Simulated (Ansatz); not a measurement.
**CCSD(T) forces**

CH3AlN (SMILES [CH]1[NH][AlH]1), doublet, displaced at random from a GFN2-xTB minimum.

```json
{"atom": "C1", "x (Å)": "-0.4240", "y (Å)": "-0.9392", "z (Å)": "-0.1867"}
{"atom": "N2", "x (Å)": "0.1948", "y (Å)": "0.1305", "z (Å)": "-0.4665"}
{"atom": "Al3", "x (Å)": "0.7763", "y (Å)": "-0.0909", "z (Å)": "1.4123"}
{"atom": "H4", "x (Å)": "-0.9424", "y (Å)": "-1.4553", "z (Å)": "-0.7813"}
{"atom": "H5", "x (Å)": "0.0072", "y (Å)": "0.6872", "z (Å)": "-1.5388"}
{"atom": "H6", "x (Å)": "0.6246", "y (Å)": "1.2945", "z (Å)": "1.8073"}
```

Ansatz 0.2.0; basis: def2-TZVPP; cores frozen in the correlated methods; orbitals are unrestricted.

CCSD(T) forces from the calculation:
| atom | Fx | Fy | Fz (eV/Å) |
| --- | --- | --- | --- |
| C1 | 4.439 | 3.092 | 6.414 |
| N2 | -0.111 | 3.064 | -4.239 |
| Al3 | -0.093 | -2.635 | -1.862 |
| H4 | -4.562 | -3.917 | -4.828 |
| H5 | 0.872 | -1.914 | 3.315 |
| H6 | -0.544 | 2.309 | 1.200 |

Root-mean-square difference of the force components from those of CCSD(T): PBE0-D4 0.362; wB97M-V 0.250; r2SCAN-D4 0.337; PBE-D4 0.301; BHLYP-D4 0.471; wB97X-V 0.232 eV/Å.

The T1 diagnostic stays at or below 0.020. ⟨S²⟩ of the unrestricted Hartree–Fock references: 0.76 (a pure state has 0.75). These are differences at one structure, and CCSD(T) in triple zeta is itself an approximation.

For scale, one of the runs: CCSD(T)/def2-TZVPP forces, 146 basis functions (an equivalent command: `ansatz run in.yaml --threads 4`). Hardware: 4 CPU threads, shared host. Wall time 110 s; peak host memory 3.7 GiB.
